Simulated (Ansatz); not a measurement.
Write a Python script for Ansatz 0.2.0 through its Python package that makes vertical and adiabatic energies of changing the electron count of CS. Level of theory (for the species named): CAM-B3LYP, def2-SVP basis, multiplicity 1.

The script reads `cs.xyz`:
```text
2

C     0.89920    0.00000    0.00000
S    -0.89920    0.00000    0.00000
```

The script, `adiabatic_cs.py`:
```python
'''How CS relaxes after losing an electron.'''

import itertools
import warnings

import ansatz as az
from ase.data import atomic_numbers, covalent_radii
import numpy as np

BASIS_SET = 'def2-SVP'
FUNCTIONAL = 'cam_b3lyp'
CHARGE = 1


def main() -> None:
    warnings.simplefilter('ignore', az.DeckWarning)

    system = az.Crystal.molecule_from_extxyz('cs.xyz')

    model = system.calculation().basis(gaussian=BASIS_SET).functional(FUNCTIONAL)
    symbols = [site.symbol for site in system.cartesian_sites]
    start = np.array([site.position_ang for site in system.cartesian_sites], dtype=float)
    data = model.relax(force_tolerance=0.01).run(threads=1).report
    end = np.array(data['positions_ang'])

    minimum = az.Crystal.molecule()
    for symbol, place in zip(symbols, end):
        minimum = minimum.atom(symbol, place.tolist())
    ion = (
        minimum.calculation()
        .basis(gaussian=BASIS_SET)
        .functional(FUNCTIONAL)
        .charge(CHARGE)
        .spin('collinear', total=1)
    )
    vertical = ion.run(threads=1).report
    settled = ion.relax(force_tolerance=0.01, max_steps=80).run(threads=1).report
    print(f'vertical ionisation energy   {vertical["free_energy_ev"] - data["free_energy_ev"]:.3f} eV')
    print(f'adiabatic, no zero point     {settled["free_energy_ev"] - data["free_energy_ev"]:.3f} eV')
    print(f'relaxation energy of the ion {vertical["free_energy_ev"] - settled["free_energy_ev"]:.3f} eV')
    ionised = np.array(settled['positions_ang'])
    # pairs closer than 1.2 times the sum of covalent radii, before or after
    radius = [covalent_radii[atomic_numbers[s]] for s in symbols]
    span = lambda where, i, j: np.linalg.norm(where[i] - where[j])
    bonded = [(i, j) for i, j in itertools.combinations(range(len(symbols)), 2) if min(span(end, i, j), span(ionised, i, j)) < 1.2 * (radius[i] + radius[j])]
    print('pair        before    after (A)')
    for i, j in bonded:
        print(f'{symbols[i]}{i}-{symbols[j]}{j}'.ljust(10), f'{span(end, i, j):8.4f} {span(ionised, i, j):8.4f}')


if __name__ == '__main__':
    main()
```

```console
$ python adiabatic_cs.py
vertical ionisation energy   11.511 eV
adiabatic, no zero point     11.458 eV
relaxation energy of the ion 0.053 eV
pair        before    after (A)
C0-S1        1.5266   1.4859
```

The settings weren't tested for convergence. The energies are electronic: no zero-point or thermal terms, and the basis set is short of its limit. The product may relax into another structure. Each relaxation finds its nearest minimum, which needn't be the lowest. The expectation value of S² is noticeably off S(S+1) in at least one run, so that state is spin-contaminated. The whole script took 8.7 s on 1 thread of Arm Neoverse V1, on a shared host, peak memory 0.17 GiB.
